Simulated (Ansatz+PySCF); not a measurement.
The numbers below are computed, except where a source is named.
## PySCF 2.14.0 run

```python
from pyscf import gto, scf, mp

mol = gto.M(atom="""
N 0.000430 0.437370 -0.387030
H 0.003470 1.310540 0.226080
O 0.004430 -0.529970 0.315060
""", basis='def2-svp', charge=0, spin=0)
mf = scf.RHF(mol)
mf.kernel()
pt = mp.MP2(mf, frozen=2).run()
print(mf.e_tot, pt.e_corr, pt.e_tot)
```

The script is written out from the run's settings.

The run gave:

* Converged: yes
* Reference energy: -129.68141 hartree
* Correlation energy: -0.34722 hartree
* Total energy: -130.02863 hartree
